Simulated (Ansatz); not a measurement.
# BSiP (triplet): wave-function methods side by side at a displaced geometry (v2), cc-pVDZ

The task here is to estimate one member of a computed series from the others.

Computed with Ansatz 0.2.0, Gaussian basis. Level: cc-pVDZ, core rule «outside noble gas», up to 11 orbitals frozen.

The runs, in order: UHF; CCSD(T) on ROHF; CCSD(T) on UHF; BCCD(T) on ROHF; CISD as a restricted active space (open shells left free, so some higher excitations enter); CCSDT(Q) on ROHF; CCSDT(Q) on UHF.

23 further runs of the same task are left out: 10 that didn't finish, 13 set aside as unsound or not needed. Runs told in other sessions of the task aren't counted.

## The geometry

The geometry is a PBE0/def2-TZVP stationary point (not a proven minimum) with its atoms shifted at random (size 0.100 Å).

3 atoms, charge 0, spin multiplicity 3.

Atoms are counted from 1 here; the program's logs count them from 0.

Bond lengths: P1–B2 1.780 Å, B2–Si3 1.932 Å. Angles: P1–B2–Si3 172.3°.

Geometry (Å):

```
P     0.0844    0.0052   -1.8254
B    -0.0805    0.0136   -0.0526
Si   -0.0039   -0.0188    1.8780
```

The first run:

The input, in.yaml:

```yaml
crystal:
  periodic: [false, false, false]
  atoms:
    - {symbol: P, position_ang: [0.084376, 0.005225, -1.825402]}
    - {symbol: B, position_ang: [-0.080498, 0.013599, -0.052609]}
    - {symbol: Si, position_ang: [-0.003878, -0.018825, 1.878011]}
basis:
  gaussian: {orbitals: cc-pVDZ}
magnetization: {spin_polarized: true, initial_magnetization: 2}
hamiltonian: {xc: hf}
output: {orbitals: {seedname: orbitals}}
```

On the command line:

```
ansatz run in.yaml --threads 1 --pin off --events-out ev --progress --plain --max-ram 2393MiB
```

Among the steps run: UHF; CCSD(T) on ROHF; CCSD(T) on UHF; BCCD(T) on ROHF; CISD as a restricted active space (open shells left free, so some higher excitations enter); CCSDT(Q) on ROHF; CCSDT(Q) on UHF.

One of the session's tables, all rows but one given; the rest of the session is left out.

```
   method  from RCCSDT(Q) (kcal/mol)
     ROHF                    +183.70
     RMP2                          ?
     UMP2                     +41.38
     CISD                     +33.64
    RCCSD                     +14.35
    UCCSD                     +14.46
 RCCSD(T)                      +5.34
 UCCSD(T)                      +5.59
  BCCD(T)                      +5.35
   RCCSDT                      +2.26
   UCCSDT                      +2.49
RCCSDT(Q)                          0
UCCSDT(Q)                      +0.21
```

**Question.** Estimate the row for RMP2.

The run gave: from RCCSDT(Q) (kcal/mol): +40.16. In the column «from RCCSDT(Q) (kcal/mol)» it lies between CISD (+33.64) and UMP2 (+41.38).

Left out of the table: UHF (another determinant or state than the rows shown).

Limits of these values: The determinant of HF (⟨S²⟩ 2.53) is far from a pure spin state, so its energy mixes those of several spin states; that is harmless only where they are near-degenerate. Warnings: spin contamination; coupled cluster took another determinant than the lowest. Restricted and unrestricted rows rest on different reference determinants; a gap between their highest levels can come from leftover correlation error, from unlike frozen cores or from another state.
